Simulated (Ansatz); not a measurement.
A search over several starts for the lowest SCF solution of the cluster SiS2 at the given spin, in a small basis.

```yaml
crystal:
  periodic: [false, false, false]
  atoms:
    - {symbol: Si, position_ang: [0.000023, -0.000044, -0.000004]}
    - {symbol: S, position_ang: [-1.708948, -0.885452, -0.050124]}
    - {symbol: S, position_ang: [1.708925, 0.885497, 0.050128]}
basis:
  gaussian: {orbitals: def2-SVP}
magnetization: {spin_polarized: true, initial_magnetization: 0}
hamiltonian: {xc: pbe0, dispersion: d4}
output: {orbitals: {seedname: orbitals}}
```

```sh
$ ansatz run in.yaml --threads 4 --pin off --events-out ev --progress --plain --max-ram 3916MiB
```

It prints (some lines left out):

```
Functional definition: PBE0
482 factors; integrals over basis functions are off by at most 8.5e-4 eV
mean field evaluation 1: about -29528.1287 eV, gradient 1.3e1 eV
mean field evaluation 2: about -29526.3520 eV, gradient 2.2e1 eV
mean field evaluation 4: about -29529.2389 eV, gradient 2.6e-1 eV
mean field evaluation 8: about -29529.2384 eV, gradient 2.9e-3 eV
mean field -29529.23839672 eV, -1085.1794954427 hartree, gradient 4.7e-5 eV, S^2 0.000000; 0 other end points of the search recorded, 0 dependent functions left out
reference -29529.23841211 eV, -1085.1794960085 hartree; 23, 23 occupied and 31, 31 virtual orbitals, 482 factors
Total energy: -29529.32837977 eV, -1085.1828022590 hartree
```

Run time 0.65 s (4 threads of Arm Neoverse V1 on a shared host).

The structure comes from a short search, and lower isomers may exist.
